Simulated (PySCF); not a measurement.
How the functional moves excitation energies

Species: butanenitrile, C₄H₇N.
Cartesian coordinates in Å at the PBE0-D3(BJ)/def2-SVP level; atoms count from 1:
```
atom  x, y, z in Å
C1    -1.5782   -0.2448   -0.0852
C2    -0.1294   -0.5545    0.2492
C3     0.7998    0.6152   -0.0859
C4     2.1980    0.3435    0.2232
N5     3.3004    0.1052    0.4825
H6    -2.2313   -1.0941    0.1621
H7    -1.9422    0.6301    0.4765
H8    -1.7059   -0.0273   -1.1576
H9     0.2079   -1.4476   -0.3008
H10   -0.0270   -0.7972    1.3191
H11    0.4961    1.5191    0.4688
H12    0.7272    0.8696   -1.1567
```

Linear-response calculations in the def2-SVPD basis (PySCF; singlets by full response, triplets Tamm–Dancoff, core orbitals frozen in the response; HF means time-dependent Hartree–Fock). 'Strongest' is the level of largest summed f among the singlets computed (10 roots, of which the last may lack a degenerate partner); it can jump between rows when another state enters that window. S1 is the lowest singlet of each run and needn't be the same state throughout; f(S1) is that of one state. One conformer (not necessarily the lowest) at the PBE0-D3(BJ)/def2-SVP geometry, without solvent, vibrations or thermal averaging.

| functional | kind | S1 (eV) | f(S1) | strongest (eV) | T1 (eV) | HOMO (eV) | gap (eV) | ionisation energy, ΔSCF (eV) |
| --- | --- | --- | --- | --- | --- | --- | --- | --- |
| LDA | LDA | 7.47 | 0.000 | 8.54 | 6.59 | -8.10 | 7.40 | 11.33 |
| PBE | GGA | 7.49 | 0.000 | 7.61 | 6.39 | -7.94 | 7.44 | 11.16 |
| B3LYP | global hybrid, 20% exact exchange | 7.66 | 0.000 | 9.20 | 6.33 | -9.06 | 9.06 | 11.53 |
| PBE0 | global hybrid, 25% exact exchange | 7.70 | 0.000 | 9.32 | 6.26 | -9.30 | 9.61 | 11.56 |
| BHandHLYP | global hybrid, 50% exact exchange | 7.51 | 0.000 | 10.24 | 6.12 | -10.53 | 11.35 | 11.67 |
| CAM-B3LYP | range-separated hybrid | 7.66 | 0.000 | 9.91 | 6.31 | -10.74 | 11.72 | 11.81 |
| wB97X-D | range-separated hybrid | 7.72 | 0.000 | 10.17 | 6.41 | -11.22 | 13.21 | 11.74 |
| HF | Hartree–Fock | 6.98 | 0.000 | 11.29 | 5.45 | -12.41 | 14.81 | not settled |

S1 runs from 6.98 eV (HF) to 7.72 eV (wB97X-D), a spread of 0.74 eV, while the orbital gap spreads over 7.4 eV. −ε(HOMO) comes closest to its own ΔSCF ionisation energy with wB97X-D (-0.52 eV) and misses most with LDA (-3.23 eV). 'Not settled' means that the ion's SCF failed to converge or may have ended in another state than the lowest.
